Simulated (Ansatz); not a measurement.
Abridged output of a molecular run in Ansatz:

```
Functional definition: HF
1506 factors; integrals over basis functions are off by at most 8.3e-4 eV
mean field evaluation 1: about -27488.0982 eV, gradient 3.3e1 eV
mean field evaluation 2: about -27488.5406 eV, gradient 3.3e1 eV
mean field evaluation 4: about -27491.7172 eV, gradient 5.3e0 eV
mean field evaluation 8: about -27491.8214 eV, gradient 5.4e-1 eV
mean field evaluation 16: about -27491.8241 eV, gradient 6.8e-6 eV
mean field -27491.82410025 eV, -1010.3059010565 hartree, gradient 6.8e-6 eV, S^2 0.000000; 0 other end points of the search recorded, 0 dependent functions left out; unrestricted orbitals would lower it
14 core orbitals not correlated: weight in the atoms' cores, before any rotation towards them, 1.000 or more for the frozen orbitals, at most 0.000 for the correlated occupied ones
reference -27491.82410025 eV, -1010.3059010565 hartree; 16, 16 occupied and 220, 220 virtual orbitals, 1506 factors
second order -27.07202511 eV of doubles, -0.00000000 eV of singles
cycle   1  -27.01694172 eV  change    5.5e-2 eV  update   1.3e-1
cycle   2  -27.75954034 eV  change   -7.4e-1 eV  update   3.9e-2
cycle   3  -27.91711603 eV  change   -1.6e-1 eV  update   1.7e-2
cycle   4  -27.90653376 eV  change    1.1e-2 eV  update   4.5e-3
cycle   5  -27.90660254 eV  change   -6.9e-5 eV  update   2.4e-3
cycle   6  -27.90734267 eV  change   -7.4e-4 eV  update   7.9e-4
cycle   7  -27.90692682 eV  change    4.2e-4 eV  update   4.4e-4
cycle   8  -27.90687238 eV  change    5.4e-5 eV  update   1.8e-4
cycle   9  -27.90690506 eV  change   -3.3e-5 eV  update   6.4e-5
cycle  10  -27.90687852 eV  change    2.7e-5 eV  update   1.7e-5
perturbative correction -1.53675956 eV, -0.0564748720 hartree
Total energy: -27521.26773832 eV, -1011.3879347980 hartree
```

Its atoms:

Z-matrix (Å, degrees):
```
C
C 1 1.416
C 1 1.362 2 113.7
Cl 1 1.717 2 122.7 3 -180.0
C 2 1.361 1 111.5 3 0.0
H 2 1.081 1 123.7 3 180.0
S 3 1.703 1 110.5 2 0.0
H 3 1.078 1 128.0 2 180.0
H 5 1.079 2 128.0 1 180.0
```

Question: Which basis set was used?
A. def2-TZVPP
B. cc-pV(Q+d)Z
C. def2-SVPD
D. def2-QZVPP

Answer: A. It gives 250 functions.

Question: Write the keys of the input that set method, charge and spin (a neutral closed shell needs none for the last two).

Answer: 
```yaml
correlation: {method: ccsd_t}
```
